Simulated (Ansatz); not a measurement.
Process, species as SMILES: [CH2]F (CH2-F) → C atom + F atom + 2 H atom
B3LYP-D3(BJ)/def2-TZVP geometries, fixed; electronic energies without zero-point terms.
Largest species:
```xyz
4

C     -0.0106     0.4978     0.4277
F      0.0121    -0.4855    -0.4825
H     -0.9803     0.6938     0.8618
H      0.9347     0.6892     0.9145
```
Charge 0, spin multiplicity 2.

The atomisation energy at CCSD(T) with Ansatz (a quantum-chemistry and plane-wave program), in kcal/mol, split into its Hartree-Fock and correlation parts. Cores are frozen. Open shells are unrestricted. No added dispersion term, no relativity. Functions are those of the species that has most.

```
basis    X  functions  Hartree-Fock  CCSD(T)
-------  -  ---------  ------------  -------
cc-pVDZ  2         38        220.97   286.48
cc-pVTZ  3         88        228.53   305.26
cc-pVQZ  4        170        229.34   310.12
```

Worked estimate of the basis-set limit from each neighbouring pair, with Hartree-Fock from the larger set and the correlation part extrapolated as X^-3.
Correlation parts: X = 2: 65.51, X = 3: 76.73, X = 4: 80.78.
- (2,3): (27·(76.73) - 8·(65.51))/19 = 81.45; with Hartree-Fock 228.53 the estimate is 309.98 kcal/mol.
- (3,4): (64·(80.78) - 27·(76.73))/37 = 83.74; with Hartree-Fock 229.34 the estimate is 313.08 kcal/mol.
The last two estimates differ by 3.09 kcal/mol; the largest set lies 2.96 from the last. Over the last step Hartree-Fock moves by 0.81 and the correlation part by 4.05.
